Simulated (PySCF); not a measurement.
**Shapes and spin states of P4**

Computed with PySCF, PBE0, basis P def2-TZVP (no relativity, density fitting).

Relaxations began from a few typed shapes and spin states; open shells are unrestricted. The search is not exhaustive: other isomers or separated fragments can lie lower, and high-lying points may rest on an excited occupation.

(1) Which is the lowest minimum found?
A. singlet Td: P–P 2.184 Å (×6); P–P–P 60.0° (×12)
B. triplet C2v: P–P 2.178 Å (×4), P–P 2.233 Å; P–P–P 59.2° (×4), P–P–P 61.7° (×2), P–P–P 87.4° (×2)
C. singlet D2h: P–P 2.032 Å (×2), P–P 2.290 Å (×2); P–P–P 90.0° (×4)
D. triplet D4h: P–P 2.145 Å (×4); P–P–P 90.0° (×4)
E. singlet C2v: P–P 2.122 Å (×4), P–P 2.343 Å; P–P–P 56.5° (×4), P–P–P 67.0° (×2), P–P–P 103.5° (×2)
F. triplet D2d: P–P 2.133 Å (×4), P–P 2.938 Å (×2); P–P–P 46.5° (×8), P–P–P 87.1° (×4)
G. triplet D2h: P–P 2.114 Å (×4), P–P 2.489 Å; P–P–P 53.9° (×4), P–P–P 72.1° (×2), P–P–P 107.9° (×2)

Results:

(1) A. The others lie at 199.1 (triplet C2v), 229.9 (singlet C2v), 244.7 (triplet D2d), 273.1 (triplet D4h, a saddle point), 278.0 (triplet D2h), 286.5 (singlet D2h, a saddle point) kJ/mol above it.
